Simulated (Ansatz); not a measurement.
System: zinc-blende BeTe. Method: r²SCAN+rVV10 (PAW; Ansatz, a program for electronic structure).

Numerical settings: plane-wave cutoff 560 eV, 10×10×10 k mesh, Fermi–Dirac smearing 0.01 eV, scalar-relativistic PAW data made under PBE.

Response to compression and expansion:

```csv
V (Å³/atom),P (GPa),direct gap at Γ (eV),smallest gap on the k mesh (eV)
21.043,4.27,3.947,2.133
21.490,2.70,3.972,2.189
21.938,1.28,3.995,2.241
22.386,0.00,4.016,2.290
22.833,-1.16,4.035,2.337
23.281,-2.21,4.052,2.381
23.729,-3.17,3.992,2.423
```

The fundamental gap (2.29 eV at the equilibrium volume, with added k points) lies elsewhere than Γ–Γ.

Spin–orbit coupling is not included; with these elements it can move the gap by several tenths of an eV or more.
